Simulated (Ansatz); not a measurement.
A made-up structure of BSiH$_{6}$S (charge +1), singlet:

```
9
angstrom
Si -0.4830 0.8403 -0.4562
B -0.0462 -0.6918 -0.4520
S 0.1286 -0.8872 1.1201
H -1.6284 0.4496 -1.1660
H 0.7927 1.4326 -1.1909
H -0.7693 1.6122 0.9138
H 0.0712 -1.5926 -1.3276
H 0.7471 0.2471 1.7764
H 1.1873 -1.4102 0.7824
```

It is relaxed with PBE-D4/def2-SVP and then PBE0-D4/def2-TZVP (Ansatz 0.2.0). Atoms count as bonded within 1.22 times the sum of their covalent radii (H–H: 0.88 Å). The end point is not checked to be a true minimum.

Q: Does its bonding change? (A judgement: the text doesn't fix the answer.)

A: By the calculation: Yes. Formed: none; broken: Si1–S3.

Where it ends: The first stage lowers the energy by 5.84 eV in 10 steps. It ends as BSiH₆S ([SiH3][BH][SH2]), total charge +1:
Si1  (-0.698, 1.142, -0.709)
B2  (-0.018, -0.722, -0.354)
S3  (0.433, -1.258, 1.393)
H4  (-1.878, 1.035, -1.596)
H5  (0.472, 1.758, -1.391)
H6  (-0.984, 1.819, 0.578)
H7  (0.115, -1.637, -1.100)
H8  (0.993, -0.156, 1.937)
H9  (1.565, -1.980, 1.242)
(Å)

Labels in which every atom is bracketed show which atoms are joined, not bond orders.

For scale, one of the runs: PBE0-D4/def2-TZVP relaxation, 141 basis functions, launched by `ansatz run in.yaml --threads 2 --pin off --events-out ev --progress --plain --max-ram 4352MiB`. The run took about 32 s on 2 CPU threads of an Arm Neoverse V1 (shared host).
